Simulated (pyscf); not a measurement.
Structures and frequencies: ωB97X-D3(BJ)/def2-SVP in PySCF.

Task: `[SiH3][S][SiH3]` + `[OH2]` → `[OH][SiH3]` + `[SiH3][SH]`
Surface: singlet. Broken: S–Si, H–O. Formed: O–Si, H–S. Give ΔE‡ and ΔE from PBE/def2-TZVP, relative to the separated reactants.

Result: ΔE‡ = 17.9 kcal/mol, ΔE = -4.8 kcal/mol. ωB97M-D3(BJ)/def2-TZVP gives 20.4 kcal/mol and -6.4 kcal/mol. Zero-point energy shifts the barrier by +1.1 kcal/mol. It is a four-centre exchange, with an imaginary mode of 276i cm⁻¹. On the product side the descent ends in a complex (not fully relaxed), 4.6 kcal/mol under the separated species and 29.7 kcal/mol under the saddle at ωB97X-D3(BJ)/def2-TZVP. One saddle was located; it need not be the lowest between these sides.
